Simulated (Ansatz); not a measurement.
Ansatz (a program for electronic structure) input:

Ansatz 0.2 input:
```yaml
crystal:
  periodic: [false, false, false]
  atoms:
    - {symbol: C, position_ang: [0.00000000, 0.00000000, 0.00000000]}
    - {symbol: H, position_ang: [-0.91735784, -0.13145752, -0.63016769]}
    - {symbol: H, position_ang: [0.19015165, 1.06908770, -0.27718520]}
    - {symbol: H, position_ang: [-0.34859334, -0.62708691, 0.86091956]}
    - {symbol: H, position_ang: [1.07579953, -0.31054327, 0.04643333]}
basis:
  gaussian:
    orbitals: def2-TZVPD
hamiltonian:
  xc: {name: CAM-B3LYP}
total_charge: 1
magnetization: {spin_polarized: true, initial_magnetization: 1}
output: {forces: true}
```

Task: Predict the final energy.

Result: -40.03614 Eh (CAM-B3LYP/def2-TZVPD). The basis has 73 functions.
